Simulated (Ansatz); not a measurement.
Basis-set extrapolation for C5H6S, SMILES `Cc1cccs1` (PBE0-D4/def2-TZVP geometry, frozen core, the Gaussian-basis code of Ansatz). Multiplicity 1, RHF reference.

```tsv
	def2-TZVPP	def2-QZVPP
HF	-590.432041	-590.451623
MP2 correlation	-0.986876	-1.053335
CCSD(T) correlation	-1.073275	not run
```

Energies in hartree. Use E(X) = E(∞) + A·exp(−7.88·√X) for Hartree–Fock and E(X) = E(∞) + B·X^(−2.97) for correlation, with X = 3 and 4, and add CCSD(T) minus MP2 of the smaller set to the MP2 limit.

Problem. What is the CCSD(T) energy at the basis-set limit?

Solution. HF limit: -590.451623 + (-0.019582) × 0.13774 = -590.45432. MP2 limit: -1.053335 + (-0.066459) × 0.74074 = -1.10256. Higher-order term: -1.073275 − (-0.986876) = -0.08640. Total: -591.64328 hartree, 362.2 kJ/mol below CCSD(T)/def2-TZVPP.
